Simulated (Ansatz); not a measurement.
Consider the interaction energy of a dimer with the counterpoise correction of CH4S2, SMILES SCS (the Python package of Ansatz (0.2.0)).

The script, `dimer_ch4s2.py`:
```python
'''Interaction energy of two CH4S2 molecules, with the counterpoise correction.'''

import ansatz as az

params = {
    'basis_set': 'def2-SVPD',
    'level': 'mp2',
}

FIRST = [
    ('S', (-1.2457, 1.1264, -0.4549)),
    ('C', (-0.0996, 0.1417, 0.4061)),
    ('S', (1.1247, -0.4843, -0.743)),
    ('H', (-1.4603, 0.3024, -1.453)),
    ('H', (-0.6117, -0.7059, 0.8539)),
    ('H', (0.3833, 0.7492, 1.1921)),
    ('H', (1.9096, -1.1294, 0.1987)),
]
SECOND = [
    ('S', (0.0617, -5.8699, -0.7999)),
    ('C', (0.2491, -4.1432, -0.8893)),
    ('S', (1.3412, -3.7356, -2.2504)),
    ('H', (1.3315, -6.1833, -0.9035)),
    ('H', (0.6989, -3.7776, 0.03)),
    ('H', (-0.7416, -3.6773, -1.0361)),
    ('H', (1.2364, -2.3595, -2.13)),
]

def energy(atoms, ghosts=()):
    molecule = az.Crystal.molecule()
    for symbol, xyz in atoms:
        molecule = molecule.atom(symbol, xyz)
    calc = (
        molecule.calculation()
        .basis(gaussian=params['basis_set'])
        .correlation(params['level'])
    )
    deck = calc.input()
    if ghosts:
        deck = deck.set(az.key.basis.gaussian.ghost_atoms, [{'symbol': s, 'position_ang': list(xyz)} for s, xyz in ghosts])
    return az.Session.from_dict(deck).plan().execute().report['free_energy_ev']

# ghost atoms carry the functions of the partner
both = energy(FIRST + SECOND)
alone = energy(FIRST) + energy(SECOND)
ghosted = energy(FIRST, SECOND) + energy(SECOND, FIRST)
print(f'dimer {both:.6f} eV')
print(f'interaction, uncorrected   {(both - alone):8.3f} eV')
print(f'interaction, counterpoise  {(both - ghosted):8.3f} eV')
print(f'basis-set superposition    {(alone - ghosted):8.3f} eV')
```

How large is the interaction at this pose, and how much of it is basis-set superposition?

Uncorrected it is -0.125 eV, with the counterpoise correction 0.012 eV; the difference, 0.14 eV, is the superposition error. The sign changes with the correction, so this basis doesn't settle it.

What the script printed:

Output of `python dimer_ch4s2.py`:
```text
dimer -45465.509051 eV
interaction, uncorrected     -0.125 eV
interaction, counterpoise     0.012 eV
basis-set superposition       0.137 eV
```

Total energies depend on the basis set; only differences at equal settings carry meaning. The dimer is a generated trial pose of unrelaxed monomers, not a minimum, so the figure is no binding energy, and the basis set is small. Hardware and time: 27 s on 1 thread of Intel(R) Xeon(R) Processor @ 2.30GHz, with other jobs on the host, peak memory 0.74 GiB.
